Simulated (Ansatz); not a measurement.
Input for Ansatz (development build ahead of 0.2.0):

```yaml
crystal:
  periodic: [false, false, false]
  atoms:
    - { symbol: C, position_ang: [1.30624, -0.00596, -0.00441] }
    - { symbol: C, position_ang: [0.40297, 1.25931, -0.00818] }
    - { symbol: C, position_ang: [-1.05721, 0.78124, -0.00726] }
    - { symbol: C, position_ang: [-1.05777, -0.77466, 0.00436] }
    - { symbol: C, position_ang: [0.40588, -1.26056, -0.00598] }
    - { symbol: H, position_ang: [1.95629, 0.0042, 0.87351] }
    - { symbol: H, position_ang: [0.60439, 1.86683, 0.88637] }
    - { symbol: H, position_ang: [-1.58348, 1.15422, 0.88907] }
    - { symbol: H, position_ang: [-1.5896, -1.14716, 0.88173] }
    - { symbol: H, position_ang: [0.61372, -1.86576, 0.87024] }
    - { symbol: H, position_ang: [1.95973, -0.00904, -0.88572] }
    - { symbol: H, position_ang: [0.59598, 1.85026, -0.88051] }
    - { symbol: H, position_ang: [-1.58426, 1.15115, -0.87319] }
    - { symbol: H, position_ang: [-1.58664, -1.14203, -0.87524] }
    - { symbol: H, position_ang: [0.60401, -1.86749, -0.88039] }
basis:
  gaussian: { orbitals: cc-pVDZ }
hamiltonian:
  xc: hf
```

The input is written out in the form of the current development build from the run's settings.

The run gave:

| Property | Result |
| --- | --- |
| Converged | yes |
| Total energy | -195.16627 hartree |
| Spin squared of the determinant | 0.000 |
